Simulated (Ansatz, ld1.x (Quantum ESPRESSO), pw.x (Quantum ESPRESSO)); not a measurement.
**pw.x on diamond K: one setting changed**

Potential: norm-conserving Troullier–Martins (Kleinman–Bylander form), ld1.x (Quantum ESPRESSO) 7.5, PBEsol; core [Ar], reference 4s1 4p0; waves: 4p (bound, empty): rc 4.10 bohr; 3d channel at -0.05 Ry: rc 4.25 bohr; 4s (bound): rc 3.60 bohr; local part: the s channel; core correction: Bessel-smoothed model core, default radius (core density twice the valence density).

The reference run (k-mesh 8³, cutoffs 50/200 Ry, Fermi–Dirac 0.01 Ry, mixing_beta 0.4, conv_thr 1e-9, no spin) gives -0.01 GPa at 105.574 Å³/atom, where all-electron LAPW gives -0.00 GPa. This run, with its own iteration cap, changes nspin = 2 with starting_magnetization to 0.2.

```
&control
  calculation='scf', prefix='x', pseudo_dir='./', outdir='./tmp', tstress=.true., disk_io='none'
/
&system
  ibrav=0, nat=2, ntyp=1, ecutwfc=50, ecutrho=200, nbnd=8,
  occupations='smearing', smearing='fd', degauss=0.01, nspin=2, starting_magnetization(1)=0.2
/
&electrons
  conv_thr=1e-09, mixing_beta=0.4, electron_maxstep=70
/
ATOMIC_SPECIES
K 1.0 K.UPF
CELL_PARAMETERS angstrom
  0.00000000 4.72627505 4.72627505
  4.72627505 0.00000000 4.72627505
  4.72627505 4.72627505 0.00000000
ATOMIC_POSITIONS crystal
K 0.0000 0.0000 0.0000
K 0.2500 0.2500 0.2500
K_POINTS automatic
8 8 8 0 0 0
```

```bash
pw.x < K.scf.in > K.scf.out
```

How does the run end?

It converges in 7 iterations; the free energy moves by +0.0 meV/atom and the pressure by +0.00 GPa. The result is that of the reference run.

```
Message from routine setup:
     using ibrav=0 with symmetry is DISCOURAGED, use correct ibrav instead
     lattice parameter (alat)  =      12.6309  a.u.
     unit-cell volume          =    1424.8973 (a.u.)^3
     number of electrons       =         2.00
     number of Kohn-Sham states=            8
     kinetic-energy cutoff     =      50.0000  Ry
     charge density cutoff     =     200.0000  Ry
     scf convergence threshold =      1.0E-09
     Exchange-correlation= PBESOL
     atomic species   magnetization
     number of k points=    29  Fermi-Dirac smearing, width (Ry)=  0.0100
     iteration #  1     ecut=    50.00 Ry     beta= 0.40
     c_bands:  1 eigenvalues not converged
     total energy              =      -5.13019030 Ry
     estimated scf accuracy    <       0.00110449 Ry
     total magnetization       =     0.16 Bohr mag/cell
     absolute magnetization    =     0.16 Bohr mag/cell
     iteration #  2     ecut=    50.00 Ry     beta= 0.40
     total energy              =      -5.13046915 Ry
     estimated scf accuracy    <       0.00033944 Ry
     total magnetization       =     0.12 Bohr mag/cell
     absolute magnetization    =     0.12 Bohr mag/cell
     iteration #  3     ecut=    50.00 Ry     beta= 0.40
     c_bands:  1 eigenvalues not converged
     c_bands:  1 eigenvalues not converged
     total energy              =      -5.13066655 Ry
     estimated scf accuracy    <       0.00000328 Ry
     total magnetization       =     0.06 Bohr mag/cell
     absolute magnetization    =     0.06 Bohr mag/cell
     iteration #  4     ecut=    50.00 Ry     beta= 0.40
     total energy              =      -5.13072263 Ry
     estimated scf accuracy    <       0.00000033 Ry
     total magnetization       =     0.02 Bohr mag/cell
     absolute magnetization    =     0.02 Bohr mag/cell
     iteration #  5     ecut=    50.00 Ry     beta= 0.40
     total energy              =      -5.13072832 Ry
     estimated scf accuracy    <       0.00000009 Ry
     total magnetization       =     0.01 Bohr mag/cell
     absolute magnetization    =     0.01 Bohr mag/cell
     iteration #  6     ecut=    50.00 Ry     beta= 0.40
     total energy              =      -5.13072920 Ry
     estimated scf accuracy    <       0.00000103 Ry
     total magnetization       =     0.00 Bohr mag/cell
     absolute magnetization    =     0.00 Bohr mag/cell
     iteration #  7     ecut=    50.00 Ry     beta= 0.40
     the Fermi energy is    -0.9295 ev
!    total energy              =      -5.13072934 Ry
     estimated scf accuracy    <          6.3E-10 Ry
     smearing contrib. (-TS)   =      -0.00738976 Ry
     The total energy is F=E-TS. E is the sum of the following terms:
     one-electron contribution =       0.41949917 Ry
     hartree contribution      =       0.00575073 Ry
     xc contribution           =      -4.94545682 Ry
     ewald contribution        =      -0.60313265 Ry
     total magnetization       =     0.00 Bohr mag/cell
     absolute magnetization    =     0.00 Bohr mag/cell
     convergence has been achieved in   7 iterations
          total   stress  (Ry/bohr**3)                   (kbar)     P=       -0.09
     Message from routine punch:
     Nothing written, as per user request (disk_io='none')
```

The run took about 58 s on one core of a shared host (Neoverse-V2, 96 threads, 742 GiB, load 97).
